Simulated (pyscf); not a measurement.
Elimination: H₃C–CH₂–O–Ti(OH)(OH)–OH → HO–Ti(OH)(OH)–OH + ethylene (H₂C=CH₂)

Gas phase, singlet surface, charge 0. Bonds broken: O2–C3, C4–H10. Bonds formed: O2–H10. Single points on ωB97X-D3(BJ)/def2-SVP structures (PySCF, gas phase).

Transition state (Å):

```xyz
15

Ti     1.0697     0.9092    -0.1654
O     -0.2196    -0.1147     0.3739
C     -2.1503     0.5779    -0.0544
C     -2.5042     0.5330     1.3008
O      2.0782     1.4867     1.2162
O      0.1581     2.3163    -0.9260
O      2.1310     0.0872    -1.3708
H     -2.3735    -0.2627    -0.7176
H     -1.7324     1.4798    -0.5208
H     -1.2888     0.1003     1.2684
H     -3.1494    -0.2752     1.6591
H     -2.5028     1.4663     1.8726
H      3.0284     1.3975     1.3328
H      0.5710     3.1275    -1.2377
H      2.0542    -0.8003    -1.7322
```

One imaginary mode, 1649i cm⁻¹; descent along it reached the two sides named, in the forms told below.

| bond | change | reactant side (Å) | saddle | product side |
|---|---|---|---|---|
| O2–C3 | breaks | 1.406 | 2.095 | 3.3 |
| C4–H10 | breaks | 1.101 | 1.291 | 2.429 |
| O2–H10 | forms | 2.7 | 1.411 | 0.968 |

Electronic energies relative to the reactant's lowest minimum found (kcal/mol):

```
level                   barrier  reaction energy  reverse barrier
----------------------  -------  ---------------  ---------------
ωB97X-D3(BJ)/def2-TZVP     68.6            +22.3             46.3
PBE/def2-TZVP              58.4            +18.8             39.6
r²SCAN/def2-TZVP           62.3            +20.6             41.6
B3LYP-D3(BJ)/def2-TZVP     63.2            +19.0             44.2
PBE0-D3(BJ)/def2-TZVP      65.9            +23.0             43.0
M06-2X/def2-TZVP           69.1            +20.4             48.7
ωB97M-D3(BJ)/def2-TZVP     65.7            +18.6             47.1
HF/def2-TZVP               80.9            +13.6             67.2
```

With ωB97M-D3(BJ)/def2-TZVP energies and thermal terms (ideal gas, 1 atm, RRHO with modes under 100 cm⁻¹ raised to 100, one conformer, R ln 2 for rigid chiral ones), in kcal/mol:

| T (K) | ΔH‡ | ΔG‡ | ΔH | ΔG |
|---|---|---|---|---|
| 298 | 61.0 | 61.7 | +15.2 | +4.5 |
| 600 | 61.2 | 62.4 | +15.3 | -6.5 |
| 900 | 61.3 | 62.9 | +14.8 | -17.3 |
| 1200 | 61.2 | 63.5 | +13.9 | -27.8 |

On the product side the descent ends in a complex (not fully relaxed), 4.7 kcal/mol under the separated species and 51.0 kcal/mol under the saddle at ωB97X-D3(BJ)/def2-TZVP. This is the saddle that the search found; another between the same sides may lie lower.
